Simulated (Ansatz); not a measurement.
Scan of [CH3···H···Br], doublet

Starting geometry:

```yaml
atoms:
  - { symbol: C, position_ang: [-2.5126, 0.0000, 0.0000] }
  - { symbol: H, position_ang: [-2.8758, 1.0273, 0.0000] }
  - { symbol: H, position_ang: [-2.8758, -0.5137, 0.8897] }
  - { symbol: H, position_ang: [-2.8758, -0.5137, -0.8897] }
  - { symbol: H, position_ang: [-1.4229, 0.0000, 0.0000] }
  - { symbol: Br, position_ang: [0.5044, 0.0000, 0.0000] }
```

From there H5 is moved from one fragment to the other while all else, the fragments' distance too, stays fixed; atoms are numbered as listed. Energies are in kcal/mol, counted from the starting geometry at the same level. Kohn–Sham curves are unrestricted where that lies lower.

Basis cc-pVDZ; Ansatz 0.2.0. Only valence electrons are correlated (noble-gas cores and the filled d shells of p-block atoms frozen). Prefix R: restricted or restricted open-shell reference; prefix U: unrestricted. No spin–orbit coupling is included, and no scalar relativity.

In so small a basis the reference is far from its limit while semilocal and hybrid functionals are nearer theirs (RPA and double hybrids share much of the reference's basis error), so the functionals' errors here hold much of the reference's basis and frozen-core error, which can add to them or hide them.

Full CI isn't at hand for all of this; UCCSDT(Q) serves as the reference, and is uncertain by about the last step of the cluster series.

```
distance C1-H5 (Å)  UCCSDT(Q)   PBE  r2SCAN  B97M-V  PBE0  B3LYP  wB97M-V  B2PLYP  RPA-PBE
             1.090        0.0   0.0     0.0     0.0   0.0    0.0      0.0     0.0      0.0
             1.146        0.7  -0.7    -0.3     0.4  -0.1    0.0      0.6     0.4      0.6
             1.260        5.9   2.1     2.9     4.8   3.7    4.0      5.6     5.1      5.7
             1.373       12.0   7.0     7.6    10.5   8.9    9.5     11.9    10.9     12.3
             1.487       16.6  12.1    11.9    15.5  13.6   14.5     16.8    15.7     17.8
```
